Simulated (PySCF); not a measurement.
# C₃H₅NO: geometry, NMR shifts, spin-spin couplings, electronic excitations and core binding energies

Aim: predict the NMR shifts, spin-spin couplings, electronic excitations and core binding energies of C₃H₅NO (`[H]/N=C\[C@H]1CO1`).

Computed with PySCF 2.14.0, with density-fitted response routines of our own, on a single molecule in the gas phase. Atoms count from 0, in the outputs and in this text.

## (1) Starting geometry

10 atoms, charge 0, multiplicity 1; geometry from: GFN2-xTB.

Bonds of the start (Å): N0–C1 1.25, C1–C2 1.48, C2–C3 1.47, C3–O4 1.39, O4–C2 1.40, N0–H5 1.02, C1–H6 1.09, C2–H7 1.09, C3–H8 1.08, C3–H9 1.08.

## (2) Relaxing the molecule at PBE0-D3(BJ)/def2-SVP

What the job is given:

```
{"job": {"xc": "PBE0", "basis": "def2-SVP", "d3": "d3bj", "grid": 1, "kind": "geom"}, "charge": 0, "multiplicity": 1}
N     -2.148213     0.216971    -0.475100
C     -1.135092    -0.082376     0.198175
C      0.242062    -0.312630    -0.301072
C      1.386815     0.257003     0.434239
O      1.097382    -1.100508     0.479078
H     -1.995344     0.293949    -1.480819
H     -1.260663    -0.181943     1.272359
H      0.343098    -0.441754    -1.378553
H      1.202646     0.814361     1.346314
H      2.276190     0.541581    -0.117150
```

**Question.** This job is followed by: GIAO PBE0/pcSseg-1 NMR shielding, non-relativistic, gas phase; B3LYP/pcJ-1 indirect spin-spin coupling, non-relativistic, gas phase; TDDFT wB97X-D/def2-SVPD, vertical, gas phase, core orbitals frozen in the response; GIAO KT3/pcSseg-2 NMR shielding, non-relativistic, gas phase; delta-SCF UKS SCAN, pcX-2 on the ionised atom, pcseg-1 elsewhere, spin-free X2C. What will the session give for the following? point group; rotational constants (main isotopes); 13C shifts against TMS (PBE0/pcSseg-1); 1H shifts against TMS (PBE0/pcSseg-1); 15N shifts against NH3 (PBE0/pcSseg-1); 17O shifts against H2O (PBE0/pcSseg-1); largest coupling of the table (B3LYP/pcJ-1); lowest singlet (wB97X-D/def2-SVPD); brightest single state of those computed; lowest triplet; vertical ionisation energy (ΔSCF); C1s binding energies, SCAN/pcX-2 (standing for 2 of 3 atoms); N1s binding energies, SCAN/pcX-2; O1s binding energies, SCAN/pcX-2; range of the shift of N0.

**Answer**, as computed:

```
                                                    quantity                              value
                                                 point group                                 C1
                        rotational constants (main isotopes)              18.08, 3.22, 3.11 GHz
                      13C shifts against TMS (PBE0/pcSseg-1)              181.1, 53.4, 45.0 ppm
                       1H shifts against TMS (PBE0/pcSseg-1)  10.74, 7.25, 2.76, 2.55, 2.46 ppm
                      15N shifts against NH3 (PBE0/pcSseg-1)                          365.4 ppm
                      17O shifts against H2O (PBE0/pcSseg-1)                           31.3 ppm
                 largest coupling of the table (B3LYP/pcJ-1)            1J(C,H) C3–H9, 186.0 Hz
                          lowest singlet (wB97X-D/def2-SVPD)        5.27 eV (235 nm), f = 0.004
                    brightest single state of those computed        state 3, 7.65 eV, f = 0.325
                                              lowest triplet                            4.49 eV
                           vertical ionisation energy (ΔSCF)                           10.29 eV
C1s binding energies, SCAN/pcX-2 (standing for 2 of 3 atoms)            C2 292.84, C3 292.76 eV
                            N1s binding energies, SCAN/pcX-2                       N0 404.85 eV
                            O1s binding energies, SCAN/pcX-2                       O4 539.08 eV
                                    range of the shift of N0                 329.7 to 365.4 ppm
```

**Reading.** The optimisation took 4 steps and gained 0.047 eV; among the close pairs (by a distance rule), C1–H6 changed most, from 1.086 to 1.104 Å. At PBE0/pcSseg-1: The widest tensor belongs to N0: span 685 ppm, with a paramagnetic part of -423 ppm. Of the pairs tabulated at B3LYP/pcJ-1, C3–H9 couples most strongly (186.0 Hz; Fermi contact 185.2 Hz). Couplings across rotatable bonds belong to this one conformer; where others are populated, the observed values are averages. The lowest singlet, at 5.27 eV, is HOMO→LUMO 0.93 and is weak; of the 10 states computed, the strongest absorption comes from state 3 at 7.65 eV. The lowest triplet lies 0.79 eV below the lowest singlet (triplets in Tamm-Dancoff, singlets in full TDDFT). The orbital energy would give 9.81 eV for ionisation, ΔSCF gives 10.29 eV. C2 (epoxide ring carbon) binds its C1s electron 0.08 eV more tightly than C3 (epoxide ring carbon). Only 2 of the 3 C atoms are covered by sound results. Across the 2 runs the shift of N0 moves most, between 329.7 (KT3/pcSseg-2) and 365.4 ppm (PBE0/pcSseg-1).
